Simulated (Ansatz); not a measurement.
# N2HO (doublet): from Hartree-Fock to the top rungs, def2-QZVPP

An exercise on one series of results from a longer session: the logs are not shown, and one member is left open.

Computed with Ansatz 0.2.0, Gaussian basis. Level: def2-QZVPP, core rule «outside noble gas», up to 3 orbitals frozen.

To be run: UHF; ROHF; CCSD(T) on UHF.

2 further runs of the same task are left out: 2 set aside as unsound or not needed.

### What is computed

The geometry is a PBE0/def2-TZVP stationary point (not a proven minimum).

4 atoms, charge 0, spin multiplicity 2.

Atoms are counted from 1 here; the program's logs count them from 0.

Bond lengths: N1–N2 1.239 Å, N2–O3 1.232 Å, N2–H4 1.043 Å. Angles: N1–N2–O3 129.8°, N1–N2–H4 112.7°, O3–N2–H4 117.4°.

The first run:

Input file in.yaml:

```yaml
crystal:
  periodic: [false, false, false]
  atoms:
    - {symbol: N, position_ang: [0.000000, -0.220312, 1.164837]}
    - {symbol: N, position_ang: [0.000000, 0.324850, 0.052333]}
    - {symbol: O, position_ang: [0.000000, -0.177561, -1.072728]}
    - {symbol: H, position_ang: [0.000000, 1.365798, 0.113576]}
basis:
  gaussian: {orbitals: "def2-QZVPP.json"}
magnetization: {spin_polarized: true, initial_magnetization: 1}
hamiltonian: {xc: hf}
output: {orbitals: {seedname: orbitals}}
```

Command:

```bash
> ansatz run in.yaml --threads 1 --pin off --events-out ev --progress --plain --max-ram 2393MiB
```

Steps of the session up to this table: UHF; ROHF; CCSD(T) on UHF.

One of the session's tables, all rows but one given; the rest of the session is left out.

```
  method  from UCCSD(T) (kcal/mol)
    ROHF                         ?
    UMP2                    +37.78
   UCCSD                    +22.11
UCCSD(T)                         0
```

Estimate the missing values for ROHF.

The run gave: from UCCSD(T) (kcal/mol): +435.93. In the column «from UCCSD(T) (kcal/mol)» it is the highest.

Left out of the table: UHF (another determinant or state than the rows shown).

To keep in mind: The determinant is far from a pure spin state, so its energy mixes those of several spin states (harmless only where they are near-degenerate, as at dissociation). Warnings: spin contamination; coupled cluster took another determinant than the lowest.
